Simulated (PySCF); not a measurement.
Method: PBE-D3(BJ)/def2-TZVP // B3LYP-D3(BJ)/def2-TZVP run with PySCF. Gas-phase values, no solvent. One relaxed conformer stands for a flexible species; it need not be the lowest. Excitations are Tamm–Dancoff values on a coarser integration grid. The basis has no diffuse functions, so Rydberg states are missing or too high.

Reference species (SMILES): `CC` (neutral, multiplicity 1).

```yaml
S1 oscillator strength: 0.000
S1–T1 gap (TDA): 0.32 eV
```

Changed species: `CCS` (C–C–S–H torsion 62°) (X = mercapto; the reference has X = H).

Q: Give the shifts of the S1 oscillator strength and S1–T1 gap (TDA).

A: the S1 oscillator strength stays essentially unchanged; the S1–T1 gap (TDA) rises by 0.14 eV, to 0.46 eV.
